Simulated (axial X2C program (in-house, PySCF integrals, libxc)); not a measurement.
**Nuclear properties of AlCO⁺**

Computed with an in-house all-electron X2C program for linear molecules (integrals from PySCF): two-component X2C with atomic mean-field Coulomb and Gaunt terms, Gaussian nuclei, basis Al dyall-v3z, C dyall-v3z, O dyall-av3z with contracted cores.

Al–C–O held linear, with bonds 2.760 and 1.116 Å (near the PBE0 minimum at charge 1 of the determinant lowest at the starting distance; the state shown can have its own minimum elsewhere, held linear; other orders of the atoms were not compared).

Input and command:
```json
{"zs": [13, 6, 8], "q": 1, "bas": ["dyall-v3z", "dyall-v3z", "dyall-av3z"], "r0": [1.96, 1.13], "symm": 0, "scan": ["PBE0", "HF", "PBE"], "levels": ["PBE0", "HF", "TPSSh"], "nst": 2}
```
```bash
python solin.py task.json out
```

Keys: zs atomic numbers; q charge; bas basis sets; r0 starting distance in Å; symm equal bonds; scan levels of the two-bond scan; levels methods; nst determinants followed.

Determinant lowest in the PBE0 search, Ω = 0 (closed shell), highest spinor 74% Al s, 9% C p, 5% C s:

```tsv
level	qzz Al (a.u.)	qzz C (a.u.)	qzz O (a.u.)
PBE0	-0.14	-0.93	-0.83
HF	-0.09	-1.07	-0.86
TPSSh	-0.15	-0.90	-0.83
```

qzz is the electric field gradient, eQq0 = 234.96 MHz × Q/barn × qzz. The operators were transformed with the bare-nucleus X2C matrices; with these basis sets, hyperfine constants and field gradients can be off by tens of per cent, and where levels differ in sign neither size nor sign is settled.

(1) With Q(27Al) = 0.1466 barn, Q(17O) = -0.02558 barn (Q from Pyykkö, Mol. Phys. 2018), turn the PBE0 values of the first state into constants in MHz.

The molecule was held linear; bending was not examined, so a bent shape may lie lower.

Each state is one determinant with collinear spin. The search compared states at one distance, so a state with another bond length can lie lower.

## Answers

(1) eQq0(27Al) = 234.96 × (0.1466) × (-0.14) = -4.82 MHz; eQq0(17O) = 234.96 × (-0.02558) × (-0.83) = 4.99 MHz.
